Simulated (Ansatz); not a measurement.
Cartesian coordinates in Å:
```
C 1.198 0.745 -0.157
C 0.254 0.108 0.515
C -0.839 -0.663 -0.132
F -0.746 -0.638 -1.484
Cl -2.427 0.014 0.347
H 1.219 0.743 -1.240
H 1.977 1.289 0.361
H 0.226 0.109 1.600
H -0.863 -1.706 0.190
```

Charge 0, multiplicity 1.

Task: List the CAM-B3LYP/def2-TZVPP orbital energies in eV (the Gaussian-basis code of Ansatz). (An estimate is asked.)

Result: Computed: Occupied: -2764.55, -674.10, -282.92, -279.55, -279.25, -259.31, -198.42, -198.19, -198.18, -35.91, -25.98, -23.94, -20.90, -18.17, -16.90, -16.06, -15.60, -14.17, -12.93, -12.53, -12.00, -10.64, -10.22, -9.54. Lowest empty: 0.50, 1.98, 2.81, 3.06, 3.31, 4.15, 4.46, 5.39.
